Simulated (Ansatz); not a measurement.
**BH3OS: one structure at several levels**

An exercise on one series of results from a longer session: the logs are not shown, and one member is left open.

Program: Ansatz 0.2.0, Gaussian basis. Level of theory: single points in def2-TZVPP. These are calculated values, not measurements.

Cores are frozen in the correlated methods.

**The system as given**

SMILES `OBS`, 6 atoms, charge 0, spin multiplicity 1.

Atoms are counted from 1 here; the program's logs count them from 0.

Bond lengths: O1–B2 1.421 Å, O1–H4 1.001 Å, B2–S3 1.851 Å, B2–H5 1.156 Å, S3–H6 1.432 Å. Angles: B2–O1–H4 121.6°, O1–B2–S3 118.5°, O1–B2–H5 119.4°, S3–B2–H5 121.0°, B2–S3–H6 98.2°.

Coordinates:

```
O    -1.1575   -0.0441   -1.0128
B     0.1085    0.1620   -0.4022
S     0.3226   -0.3258    1.3710
H    -1.8973   -0.5219   -0.5378
H     0.8976    0.8150   -0.9390
H     1.6519    0.1714    1.5618
```

The first run:

run/in.yaml

```yaml
crystal:
  periodic: [false, false, false]
  atoms:
    - {symbol: O, position_ang: [-1.157500, -0.044100, -1.012800]}
    - {symbol: B, position_ang: [0.108500, 0.162000, -0.402200]}
    - {symbol: S, position_ang: [0.322600, -0.325800, 1.371000]}
    - {symbol: H, position_ang: [-1.897300, -0.521900, -0.537800]}
    - {symbol: H, position_ang: [0.897600, 0.815000, -0.939000]}
    - {symbol: H, position_ang: [1.651900, 0.171400, 1.561800]}
basis:
  gaussian: {orbitals: def2-TZVPP}
correlation: {method: ccsd_t}
output: {forces: true}
```

No record of the launch command was kept for these runs.

Among the steps run: CCSD(T)/def2-TZVPP; PBE0-D4/def2-TZVPP; wB97M-V/def2-TZVPP; r2SCAN-D4/def2-TZVPP; PBE-D4/def2-TZVPP; revPBE-D4/def2-TZVPP; r2SCANh-D4/def2-TZVPP.

One of the session's tables, all rows but one given; the rest of the session is left out.

| method | RMS force component (eV/Å) | angle to CCSD(T) forces (°) | dipole (D) |
| --- | --- | --- | --- |
| CCSD(T) | 1.143 | reference | 0.64 |
| PBE0-D4 | 1.214 | 5.1 | 0.64 |
| wB97M-V | ? | ? | ? |
| r2SCAN-D4 | 1.143 | 3.9 | 0.62 |
| PBE-D4 | 1.032 | 8.5 | 0.66 |
| revPBE-D4 | 1.001 | 7.8 | 0.64 |
| r2SCANh-D4 | 1.198 | 4.5 | 0.62 |

Estimate the missing values for wB97M-V.

**Answer.** RMS force component (eV/Å): 1.164; angle to CCSD(T) forces (°): 3.8; dipole (D): 0.64. In the column «RMS force component (eV/Å)» it lies between r2SCAN-D4 (1.143) and r2SCANh-D4 (1.198).
